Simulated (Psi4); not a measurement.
# M06-2X/def2-TZVPP run of CF2 (SMILES F[C]F)

What is the vertical singlet–triplet gap of CF2 at M06-2X/def2-TZVPP? 

The results are computed with Psi4 1.11.

## Step 1: The structure to begin with

CF2: 3 atoms, total charge 0, spin state singlet. As SMILES, `F[C]F`. Geometry: relaxed at PBE0-D4/def2-TZVP.

Bond lengths: F1–C2 1.296 Å, C2–F3 1.296 Å. Angles: F1–C2–F3 104.7°.

## Step 2: A single-point energy at M06-2X/def2-TZVPP

input.json

```json
{
  "schema_name": "qcschema_input",
  "schema_version": 1,
  "molecule": {
    "schema_name": "qcschema_molecule",
    "schema_version": 2,
    "symbols": ["F", "C", "F"],
    "geometry": [0.59773927, 1.83569885, 0.53214688, 0.72251789, -0.60191557, 0.33098553, -1.32023826, -1.23378329, -0.86313241],
    "molecular_charge": 0,
    "molecular_multiplicity": 1,
    "fix_symmetry": "c1",
    "fix_com": true,
    "fix_orientation": true
  },
  "driver": "energy",
  "model": {
    "method": "m06-2x",
    "basis": "def2-TZVPP"
  },
  "keywords": {
    "reference": "rks",
    "puream": true,
    "e_convergence": 1e-09,
    "d_convergence": 1e-08,
    "scf_type": "pk",
    "dft_radial_points": 99,
    "dft_spherical_points": 590
  }
}
```

Started as:

```sh
$ psi4 --qcschema input.json -n 1 --memory 2200MB
```

stdout:

```text
[...]
  Running in c1 symmetry.
[...]
  Nuclear repulsion =   64.979424925035033
[...]
  Multiplicity = 1
[...]
  Nalpha       = 12
  Nbeta        = 12
[...]
    Number of basis functions: 93
[...]
   @RKS iter   1:  -237.69765230930076   -3.90517e-01   3.11136e-03 DIIS/ADIIS
[...]
   @RKS iter  11:  -237.72326807072128   -6.82121e-13   3.10004e-09 DIIS
[...]
    Orbital Energies [Eh]
    ---------------------
    Doubly Occupied:
       1A    -25.326747     2A    -25.326730     3A    -10.751906
       4A     -1.494432     5A     -1.414672     6A     -0.818969
       7A     -0.704299     8A     -0.663813     9A     -0.661828
      10A     -0.579746    11A     -0.560219    12A     -0.379698
[...]
  @RKS Final Energy:  -237.72326807072128
   => Energetics <=
    Nuclear Repulsion Energy =             64.9794249250350333
    One-Electron Energy =                -457.6465953492312337
    Two-Electron Energy =                 167.5063254451436308
    DFT Exchange-Correlation Energy =     -12.5624230916686681
    Empirical Dispersion Energy =           0.0000000000000000
    VV10 Nonlocal Energy =                  0.0000000000000000
    Total Energy =                       -237.7232680707212751
[...]
 Multipole Moments:
 ------------------------------------------------------------------------------------
     Multipole            Electronic (a.u.)      Nuclear  (a.u.)        Total (a.u.)
 ------------------------------------------------------------------------------------
 L = 1.  Multiply by 2.5417464519 to convert [e a0] to [Debye]
 Dipole X            :          2.0097851           -2.1673836           -0.1575985
 Dipole Y            :         -1.6744450            1.8057466            0.1313016
 Dipole Z            :          0.9207610           -0.9929566           -0.0721956
 Magnitude           :                                                    0.2174618
[...]
```

The result, in JSON:

```text
{
 "driver": "energy",
 "model": {
  "method": "m06-2x",
  "basis": "def2-TZVPP"
 },
 "success": true,
 "return_result": -237.72326807072128,
 "properties": {
  "calcinfo_nbasis": 93,
  "calcinfo_nmo": 93,
  "calcinfo_nalpha": 12,
  "calcinfo_nbeta": 12,
  "calcinfo_natom": 3,
  "nuclear_repulsion_energy": 64.97942492503503,
  "return_energy": -237.72326807072128,
  "scf_one_electron_energy": -457.64659534923123,
  "scf_two_electron_energy": 167.50632544514363,
  "scf_xc_energy": -12.562423091668668,
  "scf_dipole_moment": [-0.15759851549579462, 0.1313016243607319, -0.07219561700391741],
  "scf_total_energy": -237.72326807072128,
  "scf_iterations": 11
 }
}
```

Run time: 26 s. Hardware: 1 thread of Intel Xeon at 2.50GHz (Skylake/Cascade Lake), shared host; peak memory 1.3 GiB.

## Step 3: The triplet: energy and forces at UM06-2X/def2-TZVPP

job.inp

```
memory 2.2 GB

molecule m {
  0 3
  F      0.316310     0.971410     0.281600
  C      0.382340    -0.318520     0.175150
  F     -0.698640    -0.652890    -0.456750
  symmetry c1
}

set globals {
  basis                def2-TZVPP
  reference            uks
  puream               true
  e_convergence        1e-09
  d_convergence        1e-08
  scf_type             pk
  dft_radial_points    99
  dft_spherical_points 590
  maxiter              100
}

e_tot, wfn = gradient('m06-2x', return_wfn=True)
oeprop(wfn, 'MAYER_INDICES', 'DIPOLE', 'WIBERG_LOWDIN_INDICES')
print_variables()
```

Started as:

```sh
$ psi4 job.inp job.out -n 1
```

job.out:

```text
[...]
  Running in c1 symmetry.
[...]
  Nuclear repulsion =   64.979424921358842
[...]
  Multiplicity = 3
[...]
  Nalpha       = 13
  Nbeta        = 11
[...]
    Number of basis functions: 93
[...]
   @UKS iter   1:  -237.60135803823766   -2.94223e-01   2.96136e-03 ADIIS/DIIS
[...]
   @UKS iter  12:  -237.62828268501525    1.98952e-13   3.76716e-09 DIIS
[...]
   @S^2 Observed:                2.005606602E+00
[...]
    Orbital Energies [Eh]
    ---------------------
    Alpha Occupied:
       1A    -25.300684     2A    -25.300674     3A    -10.729274
       4A     -1.473434     5A     -1.396271     6A     -0.811129
       7A     -0.690467     8A     -0.665121     9A     -0.664016
      10A     -0.580565    11A     -0.538321    12A     -0.456858
      13A     -0.279884
    Alpha Virtual:
      14A      0.142256    15A      0.158178    16A      0.210415
      17A      0.243541    18A      0.344064    19A      0.367436
      20A      0.517194    21A      0.525115    22A      0.593099
      23A      0.617669    24A      0.626502    25A      0.748848
[...]
  @UKS Final Energy:  -237.62828268501525
   => Energetics <=
    Nuclear Repulsion Energy =             64.9794249213588415
    One-Electron Energy =                -458.0609233441870174
    Two-Electron Energy =                 168.0329115879739845
    DFT Exchange-Correlation Energy =     -12.5796958501610412
    Empirical Dispersion Energy =           0.0000000000000000
    VV10 Nonlocal Energy =                  0.0000000000000000
    Total Energy =                       -237.6282826850152503
[...]
  -Total Gradient:
     Atom            X                  Y                   Z
    ------   -----------------  -----------------  -----------------
       1       -0.038193066015    -0.028402144167    -0.000000000000
       2        0.020850440673    -0.015906633185    -0.000000000000
       3        0.017305899512     0.044336797134    -0.000000000000
[...]
 Multipole Moments:
 ------------------------------------------------------------------------------------
     Multipole            Electronic (a.u.)      Nuclear  (a.u.)        Total (a.u.)
 ------------------------------------------------------------------------------------
 L = 1.  Multiply by 2.5417464519 to convert [e a0] to [Debye]
 Dipole X            :         -0.0197133            0.2848877            0.2651745
 Dipole Y            :          0.0150470           -0.2173724           -0.2023254
 Dipole Z            :         -0.0000000            0.0000000           -0.0000000
 Magnitude           :                                                    0.3335462
[...]
```

Run time: 47 s. Hardware: 1 thread of Intel Xeon at 2.50GHz (Skylake/Cascade Lake), shared host; peak memory 1.3 GiB.

## Step 4: What came out

Level: M06-2X/def2-TZVPP.

| quantity | value |
| --- | --- |
| singlet: total energy | -237.72327 Eh |
| singlet: dipole moment | 0.55 D |
| singlet: HOMO energy | -10.33 eV |
| singlet: LUMO energy | -1.07 eV |
| singlet: HOMO–LUMO gap | 9.26 eV |
| triplet: total energy | -237.62828 Eh |
| triplet: dipole moment | 0.85 D |
| triplet: HOMO energy (highest over α and β) | -7.62 eV |
| triplet: LUMO energy (lowest over α and β) | -3.93 eV |
| triplet: ⟨S²⟩ | 2.006 |
| triplet: largest force on an atom | 2.447 eV/Å |
| vertical energy of the triplet above the singlet | 2.585 eV |

At this shape the triplet lies 2.58 eV (249 kJ/mol) above the singlet.
